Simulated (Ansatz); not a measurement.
Born–Oppenheimer molecular dynamics of BClH3N (6 atoms, charge 0, multiplicity 1). It goes on from the last frame of an earlier run, with new velocities.

Computed with Ansatz 0.2.0, RKS PBE0-D4/def2-SVP.

| Item | Value |
| --- | --- |
| ensemble | NVE (velocity Verlet) |
| time step | 0.5 fs |
| steps asked | 100 |
| starting velocities drawn for | 2000 K |
| seed | 249759 |

First frame:

```xyz
6
Properties=species:S:1:pos:R:3
B 0.049 0.067 0.076
N 0.008 -0.003 1.479
H -0.855 -0.106 1.998
H 0.846 0.091 2.017
Cl 1.530 0.113 -0.828
H -0.975 -0.147 -0.529
```

(1) How far do the bonds stretch over the last three quarters of this one trajectory? (Pairs bonded in most of those frames.)

## Answers

(1) 
```tsv
bond	mean (Å)	spread (Å)	shortest	longest
B1–N2	1.395	0.070	1.29	1.51
B1–Cl5	1.809	0.098	1.69	1.96
B1–H6	1.208	0.022	1.16	1.25
N2–H3	1.017	0.025	0.98	1.05
N2–H4	1.029	0.062	0.93	1.12
```

Mean temperature of the second half: 1098 K. The conserved energy stayed within 1.4 meV per atom of its start (net change 0.065 meV per atom), so the integration is sound. A run of 0.05 ps of so small a system gives no equilibrium averages.

Run time: 2.7 min on 1 thread of Intel(R) Xeon(R) Platinum 8175M CPU @ 2.50GHz (Skylake/Cascade Lake), with other jobs on the host, peak memory 0.13 GiB.
